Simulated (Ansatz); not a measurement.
**B2SiH (quartet): the correlation ladder at a displaced geometry (v1), cc-pVDZ**

How much of the correlation energy of B2SiH (quartet) does each wave-function method recover here?

Program: Ansatz 0.2.0, Gaussian basis. Level of theory: cc-pVDZ, core rule «outside noble gas», up to 7 orbitals frozen. These are calculated values, not measurements.

To be run: UHF; CCSD(T) on ROHF; CCSD(T) on UHF; BCCD(T) on ROHF; CISD as a restricted active space (open shells left free, so some higher excitations enter); CCSDT(Q) on ROHF; CCSDT(Q) on UHF.

19 further runs of the same task are left out: 5 that didn't finish, 14 set aside as unsound or not needed. Runs told in other sessions of the task aren't counted.

**1. What is computed**

The geometry is a PBE0/def2-TZVP stationary point (not a proven minimum) with its atoms shifted at random (size 0.040 Å).

4 atoms, charge 0, spin multiplicity 4.

Atoms are counted from 1 here; the program's logs count them from 0.

Bond lengths: B1–Si2 1.976 Å, B1–B3 1.785 Å, Si2–B3 2.002 Å, B3–H4 1.134 Å. Angles: Si2–B1–B3 64.1°, B1–Si2–B3 53.3°, B1–B3–Si2 62.6°, B1–B3–H4 133.2°, Si2–B3–H4 162.5°.

**2. UHF**

Input file in.yaml:

```yaml
crystal:
  periodic: [false, false, false]
  atoms:
    - {symbol: B, position_ang: [-0.008480, -1.102150, -0.742099]}
    - {symbol: Si, position_ang: [-0.009313, 0.135004, 0.799234]}
    - {symbol: B, position_ang: [0.038651, 0.637981, -1.137701]}
    - {symbol: H, position_ang: [-0.064126, 1.216806, -2.107634]}
basis:
  gaussian: {orbitals: cc-pVDZ}
magnetization: {spin_polarized: true, initial_magnetization: 3}
hamiltonian: {xc: hf}
output: {orbitals: {seedname: orbitals}}
```

The run is started by

```sh
$ ansatz run in.yaml --threads 1 --pin off --events-out ev --progress --plain --max-ram 2393MiB
```

The runs that follow: CCSD(T) on ROHF; CCSD(T) on UHF; BCCD(T) on ROHF; CISD as a restricted active space (open shells left free, so some higher excitations enter); CCSDT(Q) on ROHF; CCSDT(Q) on UHF.

**Question.** What will the summary of the whole plan be? Wanted: UCCSDT(Q) from the RHF energy; RMP2 from UCCSDT(Q); UMP2 from UCCSDT(Q); RCCSD from UCCSDT(Q); RCCSD(T) from UCCSDT(Q); UCCSD(T) from UCCSDT(Q); RCCSDT(Q) from UCCSDT(Q); T1 diagnostic.

The runs gave:

| quantity | value |
| --- | --- |
| UCCSDT(Q) from the ROHF energy | -7.0253 eV |
| RMP2 from UCCSDT(Q) | +1389.2 meV |
| UMP2 from UCCSDT(Q) | +1444.2 meV |
| RCCSD from UCCSDT(Q) | +428.6 meV |
| RCCSD(T) from UCCSDT(Q) | +81.9 meV |
| UCCSD(T) from UCCSDT(Q) | +83.5 meV |
| RCCSDT(Q) from UCCSDT(Q) | +1.6 meV |
| levels within 1 kcal/mol (43 meV) | RCCSDT, UCCSDT, RCCSDT(Q) |
| T1 diagnostic | 0.036 |

**Reading.** RCCSD(T) lands +81.9 meV from the yardstick (1.2 % of the correlation energy). These misses are within one basis, not against nature; the frozen cores of restricted and unrestricted runs differ, which can shift their rows.

With open shells the CI space here admits some higher excitations, so it is larger than plain CISD.
